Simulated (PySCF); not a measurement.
## HO, SMILES `[OH]` (charge 0, multiplicity 2)

These are PySCF with PBE0-D4/def2-TZVP values and carry that method's errors.

- highest occupied spin orbital = -9.09 eV
- dipole moment = 1.77 D
- total energy = -75.6856 Ha
- cost = very roughly 4 core-seconds

```xyz
2

O      0.4865     0.0000     0.0000
H     -0.4865     0.0000     0.0000
```
Charge 0, spin multiplicity 2.
